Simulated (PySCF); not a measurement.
# C2HClN+ (SMILES Cl[c+]1cn1) at FNO-CCSD(T)/ANO-pVDZ (sfX2C, fno threshold 1e-06)

Aim: the energy difference between two shapes of C2HClN+ at FNO-CCSD(T)/ANO-pVDZ (sfX2C, fno threshold 1e-06), from 2 runs. The job is set up through a Python script.

Program for the calculation: PySCF 2.14.0.

7 further runs of the same task are left out: 7 set aside as unsound or not needed.

## Step 1: The molecule

The species is C2HClN+ (5 atoms), meant as a singlet with charge +1. As SMILES, `Cl[c+]1cn1`. Geometry: relaxed at GFN2-xTB.

Bond lengths: Cl1–C2 1.585 Å, C2–C3 1.391 Å, C2–N4 1.370 Å, C3–N4 1.312 Å, C3–H5 1.077 Å. Angles: Cl1–C2–C3 156.1°, Cl1–C2–N4 147.1°, C3–C2–N4 56.8°, C2–C3–N4 60.8°, C2–N4–C3 62.4°, C2–C3–H5 154.8°, N4–C3–H5 144.4°.

## Step 2: A single-point energy at FNO-CCSD(T)/ANO-pVDZ (sfX2C, fno threshold 1e-06)

File geometry.xyz:

```xyz
5

Cl    -1.928760    -0.928650    -0.297870
C     -0.584980    -0.101230    -0.145870
C      0.747360     0.109270     0.192330
N      0.053460     1.097700    -0.321610
H      1.712910    -0.177090     0.573020
```

File calc.py:

```python
from pyscf import gto, cc

mol = gto.M(
    atom='geometry.xyz',
    charge=1,
    verbose=3,
    basis='ano-pvdz',
    max_memory=1860,
)

mf = mol.RHF()
mf = mf.sfx2c1e()
mf.kernel()

mycc = cc.FNOCCSD(mf, thresh=1e-06, frozen=8)
mycc.kernel()
e_t = mycc.ccsd_t()
etot = mycc.e_tot + mycc.delta_emp2 + e_t
print('E(%s) = %.9f' % ('FNO-CCSD(T)', etot))
```

Started as:

```bash
$ OMP_NUM_THREADS=1 python calc.py
```

Log:

```text
converged SCF energy = -591.227000143149
<class 'pyscf.cc.ccsd.CCSD'> does not have attributes  delta_emp2
E(FNO-CCSD) = -591.7927561010194  E_corr = -0.5657559578707352
E(FNO-CCSD+delta-MP2) = -591.7927560985519  E_corr = -0.5657559554031608
CCSD(T) correction = -0.025747693280614
E(FNO-CCSD(T)) = -591.818503792
```

Run time: 97 s. Hardware: 1 thread of Arm Neoverse V2, shared host; peak memory 0.22 GiB.

## Step 3: The distorted shape at the same level

File start.xyz:

```xyz
5

Cl    -1.981827    -0.921011    -0.247411
C     -0.548836    -0.094751    -0.147660
C      0.816745     0.088185     0.262987
N      0.028798     1.095695    -0.350145
H      1.701004    -0.191380     0.648062
```

File job.py:

```python
from pyscf import gto, cc

molecule = gto.M(
    atom='start.xyz',
    max_memory=1860,
    charge=1,
    basis='ano-pvdz',
    verbose=3,
)

hf = molecule.RHF()
hf = hf.sfx2c1e()
hf.kernel()

mycc = cc.FNOCCSD(hf, thresh=1e-06, frozen=8)
mycc.kernel()
e_t = mycc.ccsd_t()
e_final = mycc.e_tot + mycc.delta_emp2 + e_t
print('E(%s) = %.9f' % ('FNO-CCSD(T)', e_final))
```

Started as:

```bash
$ OMP_NUM_THREADS=1 python job.py
```

Log:

```text
converged SCF energy = -591.207112079208
<class 'pyscf.cc.ccsd.CCSD'> does not have attributes  delta_emp2
E(FNO-CCSD) = -591.7790167217164  E_corr = -0.5719046425087418
E(FNO-CCSD+delta-MP2) = -591.7790167121815  E_corr = -0.5719046329738529
CCSD(T) correction = -0.0274908612937623
E(FNO-CCSD(T)) = -591.806507573
```

Run time: 96 s. Hardware: 1 thread of Arm Neoverse V2, shared host; peak memory 0.22 GiB.

## Step 4: Outcome

Level: FNO-CCSD(T)/ANO-pVDZ (sfX2C, fno threshold 1e-06), 8 core orbitals frozen.

| quantity | value |
| --- | --- |
| first shape: total energy | -591.81850 Eh |
| first shape: HOMO energy (Hartree–Fock orbitals) | -18.87 eV |
| first shape: LUMO energy (Hartree–Fock orbitals) | -4.23 eV |
| first shape: HOMO–LUMO gap (Hartree–Fock orbitals) | 14.64 eV |
| first shape: correlation energy (8 core orbitals frozen) | -591.5 mEh |
| first shape: (T) correction | -25.75 mEh |
| first shape: T1 diagnostic | 0.015 |
| distorted shape: total energy | -591.80651 Eh |
| distorted shape: HOMO energy (Hartree–Fock orbitals) | -19.04 eV |
| distorted shape: LUMO energy (Hartree–Fock orbitals) | -4.93 eV |
| distorted shape: HOMO–LUMO gap (Hartree–Fock orbitals) | 14.11 eV |
| distorted shape: correlation energy (8 core orbitals frozen) | -599.4 mEh |
| distorted shape: (T) correction | -27.49 mEh |
| distorted shape: T1 diagnostic | 0.016 |
| energy change with the atoms displaced | 0.326 eV |

**Reading.** With the atoms displaced the energy rises by 0.33 eV (7.5 kcal/mol). The first shape isn't relaxed at this level, so the change isn't measured from a minimum. The triples (first shape) make up 4.4 % of the correlation energy. Mulliken charges (distorted shape) of the mean-field density run from -0.02 on N4 to +0.39 on C3; they depend strongly on the basis. The triples (distorted shape) make up 4.6 % of the correlation energy.
